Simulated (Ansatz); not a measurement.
A calculation on hcp Co returned lattice constant a 2.463 Å, lattice parameter c 4.009 Å, equilibrium volume per atom 10.53 Å³/atom, magnetic moment 1.74 μB.

For reference: lattice constant a 2.507 Å (measured, 293 K, not corrected to a static lattice; as tabulated in Wikipedia's data pages); lattice parameter c 4.07 Å (measured, 293 K, not corrected to a static lattice; as tabulated in Wikipedia's data pages); equilibrium volume per atom 10.96 Å³/atom (measured, copied from a table, unchecked, extrapolated to 0 K and zero-point effects removed; as tabulated in Lejaeghere et al. (2013), arXiv:1204.2733).

Q: Which level of theory produced these numbers?
A. LDA (Ansatz, a program for electronic structure)
B. PBE-D3(BJ) (Ansatz)
C. PBE (Ansatz)
D. r²SCAN+rVV10 (Ansatz)

A: D, r²SCAN+rVV10 (Ansatz)

The others give: LDA 2.429 Å, 3.919 Å, 10.01 Å³/atom, 1.51 μB; PBE-D3(BJ) 2.469 Å, 3.996 Å, 10.55 Å³/atom, 1.59 μB; PBE 2.494 Å, 4.032 Å, 10.86 Å³/atom, 1.62 μB.

Unless a cell is named, each level is at its own relaxed cell (LDA 10.01, PBE 10.86, PBE-D3(BJ) 10.55, r²SCAN+rVV10 10.53 Å³/atom).

Spin-polarised runs: LDA (parallel moments), PBE-D3(BJ) (parallel moments), PBE (parallel moments), r²SCAN+rVV10 (parallel moments).

Ansatz's density-functional and Hartree–Fock values are scalar-relativistic unless marked +SOC, with PAW data made under PBE.
